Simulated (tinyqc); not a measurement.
Inside a calculation. Method: Born-Oppenheimer dynamics on the unrestricted PBE/sto-6g surface (energies and gradients from PySCF), for LiH+, spin multiplicity 2. One step of it, computed by the program tinyqc.

Problem. Velocity Verlet step 1. dt = 2 fs = 82.6827 atomic units; x' = x + v dt - g dt^2 / (2m); after the new gradient g', v' = v - (g + g') dt / (2m).

positions (bohr):
```
            x         y         z
1Li  0.000000  0.000000  0.000000
2H   0.000000  0.000000  2.766559
```

velocities (bohr per atomic time unit):
```
                x             y             z
1Li  -0.000028387   0.000177604   0.000002386
2H    0.000197613  -0.001236396  -0.000016614
```

gradient (hartree/bohr):
```
              x           y            z
1Li  0.00000000  0.00000000   0.05038054
2H   0.00000000  0.00000000  -0.05037284
```

masses (electron masses): 1Li 12789.392909, 2H 1837.152588

gradient after step 1 (hartree/bohr):
```
               x            y            z
1Li   0.00026592  -0.00166376   0.04086919
2H   -0.00026640   0.00166531  -0.04086676
```

Give: positions after step 1; velocities after step 1.

Solution.

positions after step 1 (bohr):
```
           x        y        z
1Li  -0.0023   0.0147  -0.0133
2H    0.0163  -0.1022   2.8589
```

velocities after step 1 (bohr per atomic time unit):
```
              x           y           z
1Li  -0.0000292   0.0001830  -0.0002926
2H    0.0002036  -0.0012739   0.0020365
```
